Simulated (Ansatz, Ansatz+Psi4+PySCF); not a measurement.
```xyz
5

C     0.0000    0.7684    0.0000
Cl    1.4958   -0.2164    0.0000
Cl   -1.4958   -0.2164    0.0000
H     0.0000    1.3737    0.8992
H     0.0000    1.3737   -0.8992
```

Basis set: cc-pVTZ on H, C; cc-pV(T+d)Z on Cl (spherical functions). Left uncorrelated: 11 orbitals. Charge 0, multiplicity 1.

Computed with Ansatz (development build ahead of 0.2.0); each method stands on the lowest determinant of its kind that the runs found. Restricted open shells among the atoms or ions are ROHF, correlated in semicanonical orbitals with singles.

The atomization energy at this shape (free ground-state atoms in the same class of orbitals less the molecule, no zero-point energy) of singlet CH2Cl2:

```json
{"method": "RHF", "atomization energy": "11.78 eV"}
```

(1) What does RHF-MP2 give?

## Answers

(1) 15.90 eV.
